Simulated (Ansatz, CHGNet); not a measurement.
# hcp Hf: properties by level of theory

Reference values: lattice constant a 3.194 Å (measured, 293 K, no zero-point or thermal correction, our sources range from 3.194 to 3.200; as tabulated in Wikipedia's data pages); lattice parameter c 5.051 Å (measured, 293 K, not corrected to a static lattice; as tabulated in Wikipedia's data pages).

```
level (code)     lattice parameter a (Å)  c axis length (Å)
---------------  -----------------------  -----------------
CHGNet 0.3.0                           ?                  ?
PBE (Ansatz)                       3.205              5.068
PBE-D4 (Ansatz)                    3.189                  ?
HSE06 (Ansatz)                         ?              5.071
```

Q: Fill in the missing entries.

A: 
- CHGNet 0.3.0, lattice parameter a (Å): 3.164
- CHGNet 0.3.0, c axis length (Å): 5.162
- PBE-D4 (Ansatz, an electronic-structure program), c axis length (Å): 5.046
- HSE06 (Ansatz), lattice parameter a (Å): 3.221

Differences from the reference values (errors of the level alone only where the reference is corrected to a static lattice):

```tsv
level	lattice constant a (%)	lattice parameter c (%)
CHGNet 0.3.0	-0.94	+2.20
PBE	+0.34	+0.34
PBE-D4	-0.16	-0.10
HSE06	+0.85	+0.40
```

Nearest: lattice constant a, not ranked (reference at room or unstated temperature); lattice parameter c, not ranked (reference at room or unstated temperature).

Machine-learned potentials (CHGNet 0.3.0) are trained on DFT data: a solid inside that data is no test of them.

Ansatz's density-functional and Hartree–Fock values are scalar-relativistic unless marked +SOC, with PAW data made under PBE.

Differences are worked out from the printed values.

Static lattice: no zero-point or thermal effects.
